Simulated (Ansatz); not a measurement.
**AlNH+ (quintet): wave-function methods side by side, def2-TZVPP**

The task here is to estimate one member of a computed series from the others.

Method: def2-TZVPP, core rule «outside noble gas», up to 6 orbitals frozen; program: Ansatz 0.2.0, Gaussian basis.

The runs, in order: UHF; ROHF; CCSD(T) on UHF.

## What is computed

The geometry is a PBE0/def2-TZVP stationary point (not a proven minimum) of the parent state, kept for this charge and spin.

3 atoms, charge 1, spin multiplicity 5.

Atoms are counted from 1 here; the program's logs count them from 0.

Bond lengths: Al1–N2 1.909 Å, N2–H3 1.029 Å. Angles: Al1–N2–H3 108.4°.

The first run:

The input, in.yaml:

```yaml
crystal:
  periodic: [false, false, false]
  atoms:
    - {symbol: Al, position_ang: [0.000000, -0.031887, 0.689947]}
    - {symbol: N, position_ang: [0.000000, 0.120874, -1.212902]}
    - {symbol: H, position_ang: [0.000000, -0.826124, -1.614269]}
basis:
  gaussian: {orbitals: def2-TZVPP}
total_charge: 1
magnetization: {spin_polarized: true, initial_magnetization: 4}
hamiltonian: {xc: hf}
output: {orbitals: {seedname: orbitals}}
```

The run is started by

```
> ansatz run in.yaml --threads 1 --pin off --events-out ev --progress --plain --max-ram 3968MiB --backend cpu
```

Steps of the session up to this table: UHF; ROHF; CCSD(T) on UHF.

One table of the session follows, with a row left open; its other results are not shown here.

| method | from UCCSD(T) (kcal/mol) |
| --- | --- |
| ROHF | +110.16 |
| UHF | +105.81 |
| UMP2 | +16.26 |
| UCCSD | ? |
| UCCSD(T) | 0 |

**Question.** Estimate the row for UCCSD.

The run gave: from UCCSD(T) (kcal/mol): +2.71. In the column «from UCCSD(T) (kcal/mol)» it lies between UCCSD(T) (0) and UMP2 (+16.26).
